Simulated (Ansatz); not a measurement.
**BSiH₂ (doublet): wave-function methods side by side, cc-pVDZ**

An exercise on one series of results from a longer session: the logs are not shown, and one member is left open.

Computed with Ansatz 0.2.0, Gaussian basis. Level: cc-pVDZ, core rule «outside noble gas», up to 6 orbitals frozen.

The runs, in order: UHF; CCSD(T) on ROHF; CCSD(T) on UHF; BCCD(T) on ROHF; CISD; CCSDT(Q) on ROHF; CCSDT(Q) on UHF; CCSDTQ on ROHF; CASSCF and MRCISD+Q, 9 electrons in 10 orbitals; CASSCF and NEVPT2, 9 electrons in 10 orbitals.

3 further runs of the same task are left out: 3 set aside as unsound or not needed.

### The system

The geometry is a PBE0/def2-TZVP stationary point (not a proven minimum) of the parent state, kept for this charge and spin.

4 atoms, charge 0, spin multiplicity 2.

Atoms are counted from 1 here; the program's logs count them from 0.

Bond lengths: Si1–B2 1.915 Å, Si1–H3 1.512 Å, B2–H4 1.193 Å. Angles: B2–Si1–H3 126.7°, Si1–B2–H4 134.2°.

Coordinates:

```xyz
4
charge 0, multiplicity 2
Si    0.0000   -0.0471    0.5518
B     0.0000   -0.0605   -1.3633
H     0.0000    1.1711    1.4474
H     0.0000    0.7893   -2.2001
```

The first run:

Input file in.yaml:

```yaml
crystal:
  periodic: [false, false, false]
  atoms:
    - {symbol: Si, position_ang: [0.000000, -0.047060, 0.551810]}
    - {symbol: B, position_ang: [0.000000, -0.060513, -1.363344]}
    - {symbol: H, position_ang: [0.000000, 1.171072, 1.447364]}
    - {symbol: H, position_ang: [0.000000, 0.789266, -2.200146]}
basis:
  gaussian: {orbitals: cc-pVDZ}
magnetization: {spin_polarized: true, initial_magnetization: 1}
hamiltonian: {xc: hf}
output: {orbitals: {seedname: orbitals}}
```

On the command line:

```bash
$ ansatz run in.yaml --threads 1 --pin off --events-out ev --progress --plain --max-ram 4096MiB --backend cpu
```

Among the steps run: UHF; CCSD(T) on ROHF; CCSD(T) on UHF; BCCD(T) on ROHF; CISD; CCSDT(Q) on ROHF; CCSDT(Q) on UHF; CCSDTQ on ROHF; CASSCF and MRCISD+Q, 9 electrons in 10 orbitals; CASSCF and NEVPT2, 9 electrons in 10 orbitals.

One of the session's tables, all rows but one given; the rest of the session is left out.

| method | from RCCSDTQ (meV) |
| --- | --- |
| ROHF | +5619.5 |
| RMP2 | +1353.7 |
| CISD | +766.8 |
| RCCSD | +311.7 |
| RCCSD(T) | +72.8 |
| BCCD(T) | +75.1 |
| RCCSDT | ? |
| RCCSDT(Q) | +0.2 |
| RCCSDTQ | 0 |
| CASSCF valence | +2906.6 |
| NEVPT2 valence | +804.6 |
| MRCISD valence | +192.9 |
| MRCISD+Q valence | +28.8 |

Q: Estimate the row for RCCSDT from the others.

**Answer.** from RCCSDTQ (meV): +17.8. In the column «from RCCSDTQ (meV)» it lies between RCCSDT(Q) (+0.2) and MRCISD+Q valence (+28.8).

Caveats from the session: Left out of the table: UHF, UMP2, UCCSD, UCCSD(T), UCCSDT, UCCSDT(Q) (another determinant or state than the rows shown).
